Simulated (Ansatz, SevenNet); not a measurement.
Lattice constant a of hcp Sc: levels of theory against measurement

Reference value: 3.309 Å (measured, 293 K, no zero-point or thermal correction; as tabulated in Wikipedia's data pages).

Question: What do SevenNet-0, LDA, PBE, PBE-D3(BJ), r²SCAN+rVV10, r²SCANh, Hartree–Fock give, and how far is each from the reference?

Answer: 
| level (code) | value (Å) | difference (%) |
|---|---|---|
| SevenNet-0 | 3.267 | -1.27 |
| LDA (Ansatz) | 3.230 | -2.39 |
| PBE (Ansatz) | 3.320 | +0.33 |
| PBE-D3(BJ) (Ansatz) | 3.267 | -1.27 |
| r²SCAN+rVV10 (Ansatz) | 3.318 | +0.27 |
| r²SCANh (Ansatz) | 3.334 | +0.76 |
| Hartree–Fock (Ansatz) | 3.488 | +5.41 |

The reference is not for a static lattice or low temperature, so close values are not ranked against it. Off by more than 1.25 %, or 1.75 % on the side where a correction would as a rule narrow the miss (bounds picked here): Hartree–Fock (+5.41 %), LDA (-2.39 %).

The measured value isn't corrected to a static lattice, so vibrations enter the comparison. The crystal itself was run without spin with LDA, PBE, PBE-D3(BJ), r²SCAN+rVV10, r²SCANh, Hartree–Fock; a magnetic state was not tried in these runs. Cutoffs and k meshes differ between the levels. Ansatz's density-functional and Hartree–Fock values are scalar-relativistic unless marked +SOC, with PAW data made under PBE.

Machine-learned potentials (SevenNet-0) are trained on DFT data: a solid inside that data is no test of them.

Differences are worked out from the printed values.

Ansatz is a first-principles code.
